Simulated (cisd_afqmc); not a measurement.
Input (AFQMC/CISD/aug-cc-pVDZ; cisd_afqmc is a phaseless AFQMC code with CISD trial states that reads the integrals written by Ansatz):

Ansatz 0.2 input:
```python
import cisd_afqmc

open("ham.yaml", "w").write("""\
crystal:
  periodic: [false, false, false]
  atoms:
    - {symbol: H, position_ang: [-0.00000000, -0.00000000, -2.23127337]}
    - {symbol: F, position_ang: [-0.00000000, -0.00000000, -0.61621837]}
    - {symbol: F, position_ang: [0.00000000, 0.00000000, 0.86413763]}
basis:
  gaussian:
    orbitals: aug-cc-pVDZ
magnetization: {spin_polarized: true, initial_magnetization: 1}
correlation: {method: ccsd, electrons: outside_noble_gas, hamiltonian_folder: ham}
""")
rep = cisd_afqmc.ansatz("ham.yaml")
e_ccsd = rep["correlation"]["coupled_cluster"]["energy"]["hartree"]
out = cisd_afqmc.run("ham", e_ccsd, trial="CISD", walkers=2000, populations=1, threads=12, dt=0.005, steps=40, early=24, settle=10, least=100,
    cut=5e-5, rank_cut=2e-4, target=0.0004, seconds=1000, seed=4, memory=62639, gpu=True)
```

Output:

```
orbitals 53, occupied [8, 7], factors 254 of 505, rank of the doubles 323 of 682
E(HF) = -199.216395
E(CCSD) on the cut factors = -199.631148, shift to the whole factors -0.000009
Energy of the trial state on the determinant = -199.631235
  tau behind 7.2 of longer steps, mean of the populations' last blocks
   2.0  -199.64430
   4.0  -199.64575
   6.0  -199.64735
   8.0  -199.64742
  10.0  -199.64922
  12.0  -199.64460
  14.0  -199.64590
  16.0  -199.64650
  18.0  -199.64835
  20.0  -199.64523
  22.0  -199.64645
blocks 99 (1 outliers left out), error by blocks joined: 1: 0.00021, 2: 0.00025, 4: 0.00030, 8: 0.00033
E(AFQMC/CISD) = -199.64636 +/- 0.00033
```

The determinant is spin-contaminated: <S^2> is 1.20, 0.45 over the pure value.
